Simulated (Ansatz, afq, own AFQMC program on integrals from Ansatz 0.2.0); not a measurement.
# AlSiH3, triplet in cc-pVTZ, levels against CCSDT(Q)

```xyz
5

Al   -1.7000    0.0000    0.0000
H    -2.4929    1.3734    0.0000
H    -2.4929   -1.3734    0.0000
H     0.2270    0.0000    0.0000
Si    1.8040    0.0000    0.0000
```

Connectivity, by distances: AlH2 ··· Si, 1 bridging H.

Basis cc-pVTZ. Noble-gas cores (and the filled d shells of Ga–Kr and In–Xe) are frozen. AFQMC by an in-house program on the Cholesky factors that Ansatz 0.2.0 writes for its CCSD(T) run. The CISD trial takes its coefficients from CCSD amplitudes. Released means that phaseless walkers are propagated on without the constraint, phases kept. Error bars are statistical, one sigma.

Determinant: UHF, the one that the program's search chose, which needn't be the lowest solution. The geometry is a point of a scan.

No full CI on the walks' own integrals is used here; CCSDT(Q) serves as the reference and is uncertain by about the last step of the cluster series.

Cautions: lower spins were not checked.

The T1 diagnostic is 0.0306 and the weight of the determinant in the CISD state is 0.851. The ⟨S²⟩ of the determinant is 2.038 and the size of the correlated space is 10 electrons in 100 orbitals.

```csv
level,correlation energy (eV)
MP2,-4.5006
CCSD,-5.5992
CCSD(T),-5.7983
```

Question: Estimate where phaseless AFQMC with the Hartree–Fock trial lies against CCSD(T) on the same integrals.

Answer: 35.3 ± 26.1 meV below CCSD(T). The gap is under twice the noise, so this walk alone can't tell the two apart.

Reference: CCSDT(Q), correlation energy -5.858 eV. The released energy is read at 2.40 1/Eh (meV from the phaseless value at times in 1/Eh: 0 ± 13 at 0.24, -13 ± 4 at 0.51, -17 ± 5 at 0.99, -25 ± 6 at 1.62, -25 ± 8 at 2.40).

```tsv
level	E − E(reference) (meV)	share of correlation (%)
CCSD(T)	59.7	98.98
CCSDT	11.4	99.80
ph-AFQMC/HF	24.4 ± 26.1	99.58
ph-AFQMC/CISD	26.6 ± 6.7	99.55
released AFQMC	2.0 ± 8.5	99.97
```

A walk keeps the symmetry of its determinant, which the program's search chose and which needn't be the lowest solution, so a lower state of the same spin and another symmetry isn't excluded. Released energies are given only where the last usable release times agree within the noise; a slower fall can still hide under it.
